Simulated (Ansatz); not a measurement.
C2H3FN2S, SMILES `N=CN=C(F)S`. Charge 0, multiplicity 1.

Cartesian coordinates in Å:
```
N -1.396 0.598 -1.823
C -0.594 -0.106 -1.150
N -0.101 0.278 0.104
C 0.689 -0.459 0.737
F 1.132 -1.647 0.304
S 1.383 -0.120 2.295
H -1.610 1.456 -1.312
H -0.261 -1.063 -1.556
H 0.758 1.063 2.400
```

Q: List the harmonic frequencies (cm⁻¹, unscaled) at PBE0-D4/def2-TZVP in Ansatz. (An estimate is asked.)

A: The calculation gave: 65, 178, 179, 331, 351, 465, 519, 645, 859, 901, 936, 1062, 1112, 1167, 1256, 1424, 1701, 1759, 2730, 3131, 3467.

Q: Is this a minimum?

A: Yes, all 21 modes are real.

Q: Give the ideal-gas thermochemistry at 298.15 K and 1 bar (rigid rotor, harmonic oscillator; point group Cs, symmetry number 1).

A: Zero-point energy 145.0 kJ/mol; H(298) − E = 164.3 kJ/mol; entropy 339.5 J/(mol·K), of which translation 167.0, rotation 114.7, vibration 57.8; G(298) − E = 63.1 kJ/mol. Modes under 100 cm⁻¹ are hindered rotations or soft bends, so the harmonic entropy is rough.
